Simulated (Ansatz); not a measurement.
# AlHN: the cost of one run

The runs use Ansatz 0.2.0, Gaussian basis; def2-QZVPP, core rule «outside noble gas», up to 6 orbitals frozen.

Plan: UHF; ROHF; CCSD(T) on UHF.

### 1 The geometry

The geometry is a PBE0/def2-TZVP stationary point (not a proven minimum) of the parent state, kept for this charge and spin.

3 atoms, charge 0, spin multiplicity 2.

Atoms are counted from 1 here; the program's logs count them from 0.

Bond lengths: Al1–N2 1.919 Å, Al1–H3 1.612 Å. Angles: N2–Al1–H3 112.5°.

### 2 UHF

Input file in.yaml:

```yaml
crystal:
  periodic: [false, false, false]
  atoms:
    - {symbol: Al, position_ang: [0.000000, -0.104664, 0.617425]}
    - {symbol: N, position_ang: [0.000000, 0.107524, -1.289743]}
    - {symbol: H, position_ang: [0.000000, 1.307572, 1.394905]}
basis:
  gaussian: {orbitals: "def2-QZVPP.json"}
magnetization: {spin_polarized: true, initial_magnetization: 1}
hamiltonian: {xc: hf}
output: {orbitals: {seedname: orbitals}}
```

Command:

```sh
> ansatz run in.yaml --threads 1 --pin off --events-out ev --progress --plain --max-ram 2393MiB
```

**Question.** How long does this run take on 1 thread of Arm Neoverse V1, shared host, and how much memory does it need?

About 24 s, with a peak of 0.32 GiB.
